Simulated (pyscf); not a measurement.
This saddle point was located with ωB97X-D3(BJ)/def2-SVP in PySCF.

```xyz
9

C      0.1301     0.3767    -0.1502
Br     1.5147     0.8159    -1.8445
H      0.6058     1.0999     0.5094
H     -0.7546     0.6635    -0.7155
H      0.4212    -0.6709    -0.1004
C     -1.1676    -0.0351     1.4379
H     -1.8235    -0.8057     1.0202
H     -0.4865    -0.3766     2.2240
H     -1.6418     0.9348     1.6189
```
Charge 0, spin multiplicity 2.

Surface: doublet, charge 0. Lowest wavenumbers (cm⁻¹): 903i, 178, 178, 197, 261.

What reaction is this the transition state of?

H₃C–Br (SMILES CBr) + CH₃• (SMILES [CH3]) ⇌ H₃C–CH₃ (SMILES CC) + Br• (SMILES [Br]), a substitution at C read from left to right: Br–C broken and C–C formed. At ωB97M-D3(BJ)/def2-TZVP it lies +18.7 kcal/mol from the left side and +42.0 kcal/mol from the right (each side as separated species at their lowest minima found). One saddle was located; it need not be the lowest between these sides. The angle at the attacked C is 180°. Left out: the spin-orbit lowering of Br, which is large for Br, Se, Te and I. Elements up to Kr have no core potential and no relativistic terms here.
